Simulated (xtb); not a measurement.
CH₄N, charge +2, doublet, at a GFN2-xTB geometry of the parent state (a state made from the parent by changing its charge; the spin is typed, not shown lowest); GFN2-xTB (xtb).

Input for xtb:
```
$ xtb mol.xyz --gfn 2 --chrg 2 --uhf 1 --json

# file mol.xyz
6

C      0.05090308     0.60657921     0.04088531
N      0.00214245    -0.78641762     0.06273665
H     -0.95624751     1.05804230     0.01396982
H     -0.49330169    -1.14841740    -0.75166274
H      0.58554129     0.96413175     0.92219723
H      0.54359232     0.99169139    -0.86897269
```

The log (banner, timings and long lists left out):

```
   ID    Z sym.   atoms
    1    6 C      1
    2    7 N      2
    3    1 H      3-6

           -------------------------------------------------
          |                Calculation Setup                |
           -------------------------------------------------

           -------------------------------------------------
          |                 G F N 2 - x T B                 |
           -------------------------------------------------

          ...................................................
          :                      SETUP                      :
          :.................................................:
          :  # basis functions                  12          :
          :  # atomic orbitals                  12          :
          :  # shells                            8          :
          :  # electrons                        11          :
          :  max. iterations                   250          :
          :  Hamiltonian                  GFN2-xTB          :
          :  restarted?                      false          :
          :  GBSA solvation                  false          :
          :  PC potential                    false          :
          :  electronic temp.          300.0000000     K    :
          :  accuracy                    1.0000000          :
          :  -> integral cutoff          0.2500000E+02      :
          :  -> integral neglect         0.1000000E-07      :
          :  -> SCF convergence          0.1000000E-05 Eh   :
          :  -> wf. convergence          0.1000000E-03 e    :
          :  Broyden damping             0.4000000          :
          :  net charge                          2          :
          :  unpaired electrons                  1          :
          ...................................................

 iter      E             dE          RMSdq      gap      omega  full diag
   1     -5.4499477 -0.544995E+01  0.794E+00    0.89       0.0  T
   2     -5.2596789  0.190269E+00  0.822E+00    0.42       1.0  T
   3     -5.6925260 -0.432847E+00  0.275E+00    0.54       1.0  T
   4     -5.7040618 -0.115358E-01  0.102E+00    0.34       1.0  T
   5     -5.7084047 -0.434282E-02  0.240E-01    0.32       1.0  T
   6     -5.7086193 -0.214655E-03  0.136E-01    0.33       1.0  T
   7     -5.7086707 -0.513981E-04  0.293E-02    0.33       1.4  T
   8     -5.7086744 -0.367222E-05  0.117E-02    0.33       3.5  T
   9     -5.7086751 -0.739146E-06  0.216E-03    0.33      18.9  T
  10     -5.7086751 -0.211809E-07  0.874E-04    0.33      46.7  T
  11     -5.7086751 -0.418227E-08  0.186E-04    0.33     219.3  T

   *** convergence criteria satisfied after 11 iterations ***

         :::::::::::::::::::::::::::::::::::::::::::::::::::::
         ::                     SUMMARY                     ::
         :::::::::::::::::::::::::::::::::::::::::::::::::::::
         :: total energy              -5.627070723187 Eh    ::
         :: gradient norm              0.229672169763 Eh/a0 ::
         :: HOMO-LUMO gap              0.328724187964 eV    ::
         ::.................................................::
         :: SCC energy                -5.708675110582 Eh    ::
         :: -> isotropic ES            0.536696834293 Eh    ::
         :: -> anisotropic ES         -0.048401715452 Eh    ::
         :: -> anisotropic XC          0.022520026678 Eh    ::
         :: -> dispersion             -0.000568929234 Eh    ::
         :: repulsion energy           0.081604387395 Eh    ::
         :: add. restraining           0.000000000000 Eh    ::
         :: total charge               2.000000000000 e     ::
         :::::::::::::::::::::::::::::::::::::::::::::::::::::

           -------------------------------------------------
          |                Property Printout                |
           -------------------------------------------------

    * Orbital Energies and Occupations

         #    Occupation            Energy/Eh            Energy/eV
      -------------------------------------------------------------
         1        2.0000           -1.2482504             -33.9666
         2        2.0000           -1.1594769             -31.5510
         3        2.0000           -1.1173057             -30.4034
         4        2.0000           -1.1091366             -30.1811
         5        2.0000           -1.0637218             -28.9453
         6        0.9983           -0.9957836             -27.0967 (HOMO)
         7        0.0017           -0.9837032             -26.7679 (LUMO)
         8                         -0.4661862             -12.6856
         9                         -0.4059348             -11.0460
        10                         -0.3688652             -10.0373
        11                         -0.3635310              -9.8922
        12                         -0.2920010              -7.9458
      -------------------------------------------------------------
                  HL-Gap            0.0120804 Eh            0.3287 eV
             Fermi-level           -1.0097481 Eh          -27.4766 eV

     #   Z          covCN         q      C6AA      α(0)
     1   6 C        3.679    -0.058    21.845     6.695
     2   7 N        1.769     0.324    16.684     6.048
     3   1 H        0.923     0.466     0.374     0.956
     4   1 H        0.860     0.406     0.468     1.071
     5   1 H        0.924     0.396     0.482     1.086
     6   1 H        0.923     0.466     0.374     0.956

 Mol. C6AA /au·bohr⁶  :        128.756909
 Mol. C8AA /au·bohr⁸  :       2842.639213
 Mol. α(0) /au        :         16.812712

Wiberg/Mayer (AO) data.
largest (>0.10) Wiberg bond orders for each atom

 ---------------------------------------------------------------------------
     #   Z sym  total        # sym  WBO       # sym  WBO       # sym  WBO
 ---------------------------------------------------------------------------
     1   6 C    3.877 --     2 N    2.015     5 H    0.717     6 H    0.564
                             3 H    0.564
     2   7 N    3.221 --     1 C    2.015     4 H    0.803     3 H    0.160
                             6 H    0.160
     3   1 H    0.781 --     1 C    0.564     2 N    0.160
     4   1 H    0.832 --     2 N    0.803
     5   1 H    0.832 --     1 C    0.717
     6   1 H    0.781 --     1 C    0.564     2 N    0.160
 ---------------------------------------------------------------------------

Topologies differ in total number of bonds
Writing topology from bond orders to xtbtopo.mol

molecular dipole:
                 x           y           z       tot (Debye)
 q only:       -0.308       1.097      -0.605
   full:       -0.373       1.213      -0.725       3.716
molecular quadrupole (traceless):
                xx          xy          yy          xz          yz          zz
 q only:       -2.475       1.240       4.299       0.742       1.561      -1.824
  q+dip:       -2.486       1.370       3.995       1.055       1.788      -1.509
   full:       -1.924       1.275       3.382       0.588       1.737      -1.458

           -------------------------------------------------
          | TOTAL ENERGY               -5.627070723187 Eh   |
          | GRADIENT NORM               0.229672169763 Eh/α |
          | HOMO-LUMO GAP               0.328724187964 eV   |
           -------------------------------------------------

normal termination of xtb
```
